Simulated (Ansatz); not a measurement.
We consider rock-salt MgS, described by HSE06-D3(BJ) (PAW; Ansatz, an electronic-structure program).

Settings: plane-wave cutoff 460 eV, 8×8×8 k mesh, Fermi–Dirac smearing 0.01 eV, scalar-relativistic PAW data made under PBE.

Equation-of-state points:

```tsv
V (Å³/atom)	E − E_lowest (meV/atom)	P (GPa)
15.872	12.29	5.01
16.289	2.77	2.35
16.589	0.00	0.64
17.125	2.49	-2.06
17.480	8.81	-3.62
```

**Question.** What bulk modulus B0 and pressure derivative B′ does a third-order Birch–Murnaghan fit give?

**Answer.** V0 = 16.709 Å³/atom, B0 = 87.9 GPa, B′ = 4.0 (fit to the energies at full precision).

Measured, for comparison: bulk modulus 81 GPa, equilibrium volume per atom 17.45 Å³/atom (corrected for zero-point motion; as tabulated in Goldzak et al. (2022), arXiv:2208.04865). Computed (rounded) less measured: bulk modulus +9 %, equilibrium volume per atom -4.2 %.

Computed values are for the static lattice.

It cost roughly 5 core-minutes of CPU time.
